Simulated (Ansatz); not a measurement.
Compare A (`[AlH2][NH][AlH2]`) with its isomer B (`[NH2][AlH][AlH2]`).

Program: Ansatz. Geometries: PBE0-D4/def2-TZVP. ΔE: electronic, gas phase. CCSD(T)/CBS is the MP2 limit (def2-TZVPP, def2-QZVPP) plus CCSD(T) − MP2 in def2-TZVPP, frozen cores. Functionals use def2-TZVPP. One conformer a species, not always the lowest.

Which is lower in electronic energy at CCSD(T)/CBS, and by how much? (Estimate.)

Computed: A, by 98.8 kJ/mol.

Give E(B) − E(A) in kJ/mol with B2PLYP, PBE0-D4, r2SCAN-D4, MP2/def2-TZVPP, CCSD(T)/def2-SVP, ωB97M-V, BLYP-D4. (Best estimate.)

Ansatz gave: B2PLYP 104.0, PBE0-D4 85.6, r2SCAN-D4 99.9, MP2/def2-TZVPP 111.7, CCSD(T)/def2-SVP 108.6, ωB97M-V 109.3, BLYP-D4 99.8. None reverses the order clearly.

Does the order hold for the free energy at 298.15 K (harmonic terms from PBE0-D4)? (Best estimate.)

The calculation gave: Yes: G(B) − G(A) = +99.4 kJ/mol, for one conformer each. Modes under 60 cm⁻¹, often nearly free rotors, make the harmonic entropy too high.

Largest T1 diagnostic: 0.012.

At CCSD(T), def2-SVP lies +9.9 kJ/mol from the extrapolated value and def2-TZVPP +0.6 kJ/mol. From BLYP to BHLYP (50 % exact exchange), in def2-TZVPP and without D4, E(B) − E(A) moves by +7.3 kJ/mol.
